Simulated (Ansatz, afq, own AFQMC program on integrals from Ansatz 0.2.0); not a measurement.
# CH₄NSi, doublet in cc-pVDZ, levels against CCSDT(Q)

```yaml
atoms:
  - { symbol: Si, position_ang: [-1.6012, 0.0000, 0.0000] }
  - { symbol: H, position_ang: [-2.0960, 1.3997, 0.0000] }
  - { symbol: H, position_ang: [-2.0960, -0.6999, 1.2122] }
  - { symbol: H, position_ang: [-2.0960, -0.6999, -1.2122] }
  - { symbol: H, position_ang: [0.0428, 0.0000, 0.0000] }
  - { symbol: N, position_ang: [2.5059, 0.0000, 0.0000] }
  - { symbol: C, position_ang: [1.3458, 0.0000, 0.0000] }
```

Basis cc-pVDZ. Noble-gas cores (and the filled d shells of Ga–Kr and In–Xe) are frozen. AFQMC by an in-house program on the Cholesky factors that Ansatz 0.2.0 writes for its CCSD(T) run. The CISD trial takes its coefficients from CCSD amplitudes. Released means that phaseless walkers are propagated on without the constraint, phases kept. Uncertainties: one standard error, sampling alone.

Determinant: ROHF, the one that the program's search chose, which needn't be the lowest solution. The geometry is a point of a scan.

No full CI on the walks' own integrals is used here; CCSDT(Q) serves as the reference and is uncertain by about the last step of the cluster series.

Cautions: a spin-contaminated unrestricted determinant lies lower (UHF 266 meV lower, ⟨S²⟩ 0.96); the released energies are still falling, so no released level is given (meV from the phaseless value at times in 1/Eh: -12 ± 6 at 0.24, -12 ± 5 at 0.51, -14 ± 7 at 0.99, -32 ± 7 at 1.50), though the last usable value meets CCSDT(Q) within the noise.

* T1 diagnostic: 0.0216
* weight of the determinant in the CISD state: 0.818
* size of the correlated space: 17 electrons in 59 orbitals

```json
{"level": "MP2", "correlation energy (eV)": "-10.8646"}
{"level": "CCSD", "correlation energy (eV)": "-11.8037"}
{"level": "CCSD(T)", "correlation energy (eV)": "-12.2529"}
```

Question: Estimate where phaseless AFQMC with the Hartree–Fock trial lies against CCSD(T) on the same integrals.

Answer: 2.38 ± 0.74 kcal/mol below CCSD(T).

Reference: CCSDT(Q), correlation energy -12.323 eV.

```csv
level,E − E(reference) (kcal/mol),share of correlation (%)
CCSD(T),1.61,99.43
CCSDT,1.06,99.63
ph-AFQMC/HF,-0.77 ± 0.74,100.27
ph-AFQMC/CISD,0.63 ± 0.14,99.78
```

A walk keeps the symmetry of its determinant, which the program's search chose and which needn't be the lowest solution, so a lower state of the same spin and another symmetry isn't excluded.
